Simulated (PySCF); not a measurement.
Structure from NMR data

The spectra below were simulated for a compound C5H6.

$^{1}$H NMR (400 MHz, computed): δ 6.60 (m, 2H), 2.08 (dt, J = 4.0, 1.8 Hz, 1H), 1.95 (m, 2H), 1.63 (q, J = 4.4 Hz, 1H).

$^{13}$C{$^{1}$H} NMR (computed): δ 156.0 (CH, 2C), 57.6 (CH2), 18.8 (CH, 2C).

Relativity neglected, gas phase, rapidly exchanging positions averaged, single conformer. Shielding tensors at PBE0/pcSseg-1 (GIAO); geometry from PBE0-D3(BJ)/def2-SVP; J couplings at B3LYP/pcJ-1 (without the spin–dipole term); PySCF 2.14.0 with density-fitted response routines.

Chemical shifts δ = σref − σ; $^{1}$H (σref 31.27) and $^{13}$C (σref 184.41) vs TMS, all at this level.

Question: What is the structure?

Answer: 
Rings plus π bonds: 3 (2 rings in the answer). 3 carbon signals for 5 carbons: some carbons are equivalent by symmetry or fast rotation. Carbon types of the structure: 4 × CH, 1 × CH2, which accounts for all hydrogens. δC 156.0: alkene CH; an sp2 carbon of a C=C bond. δC 57.6, 18.8: three-membered-ring carbon. δH 6.60: hydrogen on an alkene CH; a vinylic proton, deshielded by the sp2 carbon and the C=C anisotropy. δH 2.08, 1.95, 1.63: hydrogen on a three-membered-ring carbon. The protons at 2.08 and 1.63 share a coupling of 4.0 Hz (geminal).

These data were computed for Bicyclo[2.1.0]pent-2-ene.

This is the structure that produced the data.

Multiplet labels drop couplings under 1 Hz and merge nearly equal ones. Couplings among chemically equivalent protons are left out too, so labels in AA′BB′ or AA′XX′ sets are apparent multiplicities. Unscaled 3J(H,H) at this level run about 10 % above measured values. Shifts are as computed. Against solution values, carbons near 30 ppm lie about +2 ppm off and those near 130 ppm about +5 ppm. Of 1211 compounds with measured shifts, 218 miss one by over three times the rms of a fit or turn the order of signals round; such compounds aren't used in these exercises.
